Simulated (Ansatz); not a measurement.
Born–Oppenheimer molecular dynamics of H$_{6}$N$_{2}$Si (9 atoms, charge 0, multiplicity 1). It starts from a relaxed structure.

Method: RHF/def2-SVP in Ansatz.

```yaml
ensemble: NVT, Langevin thermostat
time_step: 0.5 fs
steps_asked: 250
set_temperature: 100 K
friction: 0.5 /fs
seed: 849979
```

First frame:

```xyz
9
Properties=species:S:1:pos:R:3
Si 0.006 -0.086 0.049
N -0.037 -0.069 1.767
H -0.897 -0.080 2.280
H 0.720 0.297 2.310
H 1.455 -0.091 -0.283
H -0.591 1.089 -0.639
N -0.913 -1.424 -0.514
H -0.745 -2.358 -0.196
H -1.381 -1.407 -1.398
```

Question: How far do the bonds stretch over the last three quarters of this one trajectory? (Pairs bonded in most of those frames.)

Answer: 
```csv
bond,mean (Å),spread (Å),shortest,longest
Si1–N2,1.721,0.016,1.69,1.75
Si1–H5,1.487,0.018,1.45,1.53
Si1–H6,1.490,0.024,1.43,1.55
Si1–N7,1.712,0.012,1.69,1.75
N2–H3,1.002,0.011,0.98,1.03
N2–H4,1.000,0.011,0.98,1.03
N7–H8,0.999,0.012,0.97,1.02
N7–H9,0.998,0.010,0.98,1.02
```

Mean temperature of the second half: 98 K. A run of 0.12 ps of so small a system gives no equilibrium averages. The friction is so strong that the motion is overdamped, so the time scale means little.

Run time: 2.8 min on 1 thread of Intel(R) Xeon(R) Platinum 8488C (Sapphire Rapids) (shared host), peak memory 0.14 GiB.
